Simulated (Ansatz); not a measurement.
Input file:

```yaml
crystal:
  periodic: [false, false, false]
  atoms:
    - {symbol: Si, position_ang: [0.000000, 0.000000, 1.005045]}
    - {symbol: B, position_ang: [0.000000, 0.000000, -3.525955]}
    - {symbol: H, position_ang: [0.000000, 0.000000, 2.520910]}
basis:
  gaussian: {orbitals: cc-pVTZ}
magnetization: {spin_polarized: false}
correlation: {method: bccd, electrons: outside_noble_gas}
accuracy: high
output: {forces: true}
```

```sh
$ ansatz run in.yaml --threads 1 --pin off --events-out ev --progress --plain --max-ram 2393MiB
```

Log:

```
1040 factors; integrals over basis functions are off by at most 8.3e-9 eV
mean field evaluation 1: about -8536.8531 eV, gradient 1.3e1 eV
mean field evaluation 2: about -8536.8542 eV, gradient 1.3e1 eV
mean field evaluation 4: about -8534.7218 eV, gradient 2.4e1 eV
mean field evaluation 8: about -8539.9660 eV, gradient 1.0e0 eV
mean field evaluation 16: about -8539.9712 eV, gradient 2.3e-8 eV
mean field evaluation 32: about -8539.5291 eV, gradient 1.0e-3 eV
mean field evaluation 64: about -8539.9704 eV, gradient 4.3e-1 eV
mean field evaluation 96: about -8539.8913 eV, gradient 6.2e-1 eV
mean field evaluation 128: about -8539.9709 eV, gradient 2.3e-1 eV
mean field evaluation 160: about -8539.9696 eV, gradient 4.4e-1 eV
...
mean field -8539.97124607 eV, -313.8381546927 hartree, gradient 3.5e-8 eV, S^2 0.000000; 19 other end points of the search recorded, 0 dependent functions left out; unrestricted orbitals would lower it
...
determinant -8539.97124607 eV, -313.8381546927 hartree, with singles and doubles -8546.95417207 eV, -314.0947724899 hartree
determinant -8539.52912328 eV, -313.8219069799 hartree, with singles and doubles -8546.77527450 eV, -314.0881981256 hartree
determinant -8538.18226023 eV, -313.7724106756 hartree, with singles and doubles -8544.15510744 eV, -313.9919087619 hartree
determinant -8537.75944428 eV, -313.7568724763 hartree, with singles and doubles -8541.89782539 eV, -313.9089551768 hartree
determinant -8536.94052528 eV, -313.7267777578 hartree, with no singles and doubles
determinant -8531.49059761 eV, -313.5264966101 hartree, with singles and doubles -8539.56154837 eV, -313.8230985800 hartree
determinant -8539.97124607 eV, -313.8381546927 hartree, with singles and doubles -8547.53258266 eV, -314.1160286870 hartree
determinant -8539.52912328 eV, -313.8219069799 hartree, with singles and doubles -8547.47975828 eV, -314.1140874267 hartree
unrestricted determinant -8543.59616716 eV, -313.9713680856 hartree, S^2 1.0445
6 core orbitals not correlated: weight in the atoms' cores, before any rotation towards them, 1.000 or more for the frozen orbitals, at most 0.000 for the correlated occupied ones
reference -8539.97124607 eV, -313.8381546927 hartree; 4, 4 occupied and 68, 68 virtual orbitals, 1040 factors
second order -5.98644364 eV of doubles, -0.00000000 eV of singles
...
cycle  26  -7.56146792 eV  change    3.2e-7 eV  update   5.6e-8
cycle  27  -7.56146794 eV  change   -1.7e-8 eV  update   2.0e-8
cycle  28  -7.56146790 eV  change    3.3e-8 eV  update   1.2e-8
cycle  29  -7.56146786 eV  change    3.9e-8 eV  update   6.2e-9
cycle  30  -7.56146786 eV  change    8.7e-9 eV  update   2.6e-9
cycle  31  -7.56146786 eV  change  -8.3e-10 eV  update   1.7e-9
cycle  32  -7.56146786 eV  change    1.5e-9 eV  update   1.1e-9
cycle  33  -7.56146786 eV  change  -8.7e-10 eV  update  6.9e-10
cycle  34  -7.56146786 eV  change   1.9e-10 eV  update  4.3e-10
cycle  35  -7.56146786 eV  change  -2.2e-10 eV  update  2.7e-10
WARN: these amplitudes may be one of several solutions (largest doubles amplitude 0.77, level shift 6.61 eV)
the calculation of the forces begins
Total energy: -8547.53271393 eV, -314.1160335111 hartree
Atom 0 at     0.000000     0.000000     1.005045 Å, force     0.000000     0.000000    -0.223313 eV/Å
Atom 1 at     0.000000     0.000000    -3.525955 Å, force    -0.000000    -0.000000     0.062011 eV/Å
Atom 2 at     0.000000     0.000000     2.520910 Å, force    -0.000000    -0.000000     0.161302 eV/Å
Dipole moment:    -0.000000    -0.000000     0.045756 e Å
```

Forces (eV/Å):
```
Si   0.000  0.000 -0.223
B    0.000  0.000  0.062
H    0.000  0.000  0.161
```

The singles that turn the determinant into the Brueckner one have T1 = 0.048.

Ran on 1 thread of Arm Neoverse V1, shared host: 32 s wall, 0.47 GiB peak host memory.
